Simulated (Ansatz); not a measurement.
**How far each method lies from full CI for HAl–BeH, doublet**

Geometry: a point of a stretch scan, not a stationary point.

```xyz
4

Al    0.0000   -0.0908    0.6086
Be    0.0000    0.1419   -1.6986
H     0.0000    1.1307    1.9361
H     0.0000    0.0324   -3.0389
```

Basis 6-31G; Ansatz 0.2.0. Only valence electrons are correlated (noble-gas cores frozen), which leaves 7 electrons in 20 orbitals. Prefix R: restricted or restricted open-shell reference; prefix U: unrestricted. Active spaces: pair = (3e, 3o) about the gap; valence = (7e, 10o) chosen from the atoms' valence shells.

Full CI is exact within this basis and frozen core; it isn't the basis-set limit. The frozen core follows each run's orbitals, which can shift R against U totals by a few meV.

For open shells CISD is restricted-active-space CI with the open shells as a complete middle space.

```
UHF ⟨S²⟩                          : 0.764
T1 diagnostic (RCCSD)             : 0.0293
largest doubles amplitude (RCCSD) : 0.046
T1 diagnostic (UCCSD)             : 0.0204
```

```csv
level,E − E(RHF) (eV)
UHF,-0.0442
RMP2,-1.3529
UMP2,-1.3640
RCCSD,-1.9854
UCCSD,-1.9868
RCCSD(T),-2.0221
UCCSD(T),-2.0226
```

Estimate how far full CI in 6-31G lies from RCCSD(T). The table doesn't fix it; the size of (T) and the diagnostics are the guide.

Full CI in 6-31G lies 0.80 mEh below RCCSD(T), which is 59 % of the (T) step (-1.35 mEh). The diagnostics give no warning, yet the rest is a sizeable part of (T).

The other levels:

```tsv
level	E − E(full CI) (mEh)	share of correlation (%)	wall time
CISD	5.31	92.93	0.45 s
BCCD(T)	0.77	98.97	0.78 s
RCCSDT	0.09	99.88	–
UCCSDT	0.08	99.89	–
RCCSDT(Q)	0.03	99.96	2.2 s
UCCSDT(Q)	0.02	99.97	2.3 s
RCCSDTQ	0.00	100.00	20 s
CASSCF (pair space)	57.04	24.06	–
NEVPT2 (pair space)	19.88	73.53	0.51 s
MRCISD (pair space)	3.36	95.53	–
MRCISD+Q (pair space)	0.00	100.00	0.84 s
CASSCF (valence space)	16.09	78.57	–
NEVPT2 (valence space)	5.45	92.74	2.9 s
MRCISD (valence space)	0.42	99.44	–
MRCISD+Q (valence space)	0.19	99.75	6 s
```

The correlation energy at full CI, counted from RHF, is -2.044 eV. That run took 19 s on 1 thread of Intel Xeon, shared host over 2,782,032 determinants.

Times hold each run's SCF and search for its determinant on a shared host, so for small cases they say little of a method's own cost; they ran on 1 thread of Intel Xeon.

The full-CI state has the irrep A' of Cs, in the program's axes.

Natural occupations of full CI about the gap: 1.965 1.951 1.931 0.989 0.051 0.025 0.024 0.018 0.014 0.010; effectively unpaired electrons, Σ n²(2−n)², 1.05.
